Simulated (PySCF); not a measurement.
How the functional moves excitation energies

C5H9N.
SMILES: `C=C[C@]1(C)CN1`

Linear-response calculations in the def2-SVPD basis (PySCF; singlets by full response, triplets Tamm–Dancoff, core orbitals frozen in the response; HF means time-dependent Hartree–Fock). 'Strongest' is the level of largest summed f among the singlets computed (10 roots, of which the last may lack a degenerate partner); it can jump between rows when another state enters that window. S1 is the lowest singlet of each run and needn't be the same state throughout; f(S1) is that of one state. One conformer (not necessarily the lowest) at the PBE0-D3(BJ)/def2-SVP geometry, without solvent, vibrations or thermal averaging.

| functional | kind | S1 (eV) | f(S1) | strongest (eV) | T1 (eV) | HOMO (eV) | gap (eV) | ionisation energy, ΔSCF (eV) |
| --- | --- | --- | --- | --- | --- | --- | --- | --- |
| LDA | LDA | 5.13 | 0.137 | 5.13 | 4.21 | -5.76 | 4.55 | 8.75 |
| PBE | GGA | 5.23 | 0.145 | 6.70 | 4.09 | -5.61 | 4.64 | 8.54 |
| B3LYP | global hybrid, 20% exact exchange | 5.89 | 0.213 | 5.89 | 4.19 | -6.60 | 6.38 | 8.74 |
| PBE0 | global hybrid, 25% exact exchange | 6.09 | 0.244 | 6.09 | 4.13 | -6.82 | 6.84 | 8.75 |
| BHandHLYP | global hybrid, 50% exact exchange | 6.64 | 0.277 | 6.64 | 4.11 | -7.89 | 8.96 | 8.80 |
| HF | Hartree–Fock | 7.19 | 0.576 | 7.19 | 3.64 | -9.44 | 12.15 | not settled |

S1 runs from 5.13 eV (LDA) to 7.19 eV (HF), a spread of 2.06 eV, while the orbital gap spreads over 7.6 eV. Along PBE (0%), B3LYP (20%), PBE0 (25%), BHandHLYP (50%), HF (100%) S1 rises with the share of exact exchange. −ε(HOMO) comes closest to its own ΔSCF ionisation energy with BHandHLYP (-0.92 eV) and misses most with LDA (-2.99 eV). 'Not settled' means that the ion's SCF failed to converge or may have ended in another state than the lowest.
